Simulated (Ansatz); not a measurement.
# CH2OS2: the cost of one run

Program: Ansatz 0.2.0. Level of theory: UHF/def2-SVP. These are calculated values, not measurements.

## (1) The system as given

Bond lengths: S1–C2 1.624 Å, C2–O3 1.307 Å, O3–S4 1.686 Å, C2–H5 1.086 Å, S4–H6 1.364 Å. Angles: S1–C2–O3 127.1°, S1–C2–H5 122.2°, O3–C2–H5 110.6°, C2–O3–S4 122.2°, O3–S4–H6 92.1°.

Structure file:

```xyz
6

S    -1.0557   -1.2509   -0.2068
C     0.1605   -0.3283   -0.7608
O     0.7304    0.6768   -0.1496
S     0.2557    1.1796    1.3881
H     0.6126   -0.4899   -1.7350
H    -0.7034    0.2127    1.4641
```

## (2) End point A

File input.yaml:

```yaml
crystal:
  periodic: [false, false, false]
  atoms:
    - { symbol: S, position_ang: [-1.05574, -1.25091, -0.20679] }
    - { symbol: C, position_ang: [0.1605, -0.32835, -0.76076] }
    - { symbol: O, position_ang: [0.73044, 0.67681, -0.14958] }
    - { symbol: S, position_ang: [0.25566, 1.17964, 1.38805] }
    - { symbol: H, position_ang: [0.61258, -0.48992, -1.73501] }
    - { symbol: H, position_ang: [-0.70344, 0.21274, 1.46411] }
magnetization:
  spin_polarized: true
basis:
  gaussian: { orbitals: def2-SVP }
hamiltonian:
  xc: hf
relax:
  f_tol: 0.02
  max_steps: 50
```

Started as:

```console
> ansatz run input.yaml --threads 1 --pin off --max-ram 2048MiB --backend cpu --events-out ev --progress --plain --runs-dir out
```

Q: Estimate wall time and peak memory on 1 thread of Arm Neoverse V1, shared host.

About 18 s, with a peak of 0.17 GiB.
